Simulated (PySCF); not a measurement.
O3, charge -1, multiplicity 2. Atoms are numbered in the order given.

```xyz
3

O      0.0000     1.1225    -0.2363
O      0.0000     0.0000     0.4725
O      0.0000    -1.1225    -0.2363
```
Charge -1, spin multiplicity 2.

Geometry optimised at PBE0-D3(BJ)/def2-TZVPD. The isomer is the one that the SMILES or the coordinates give; other isomers of the formula were not compared.

Calculation: CAM-B3LYP/def2-TZVPD (PySCF).

Mulliken values depend strongly on the basis, most of all with diffuse functions as here. Atomic charges (e):

```json
[
 {"atom": "O1", "meta-Löwdin": "?", "Mulliken": "-0.56", "Mulliken spin": "0.32"},
 {"atom": "O2", "meta-Löwdin": "?", "Mulliken": "0.12", "Mulliken spin": "0.36"},
 {"atom": "O3", "meta-Löwdin": "?", "Mulliken": "-0.56", "Mulliken spin": "0.32"}
]
```

Question: Some entries are withheld; supply them. (The exact figures need the calculation; the answer reports its results.)

Answer: 
- O1, meta-Löwdin: -0.56
- O2, meta-Löwdin: 0.11
- O3, meta-Löwdin: -0.56
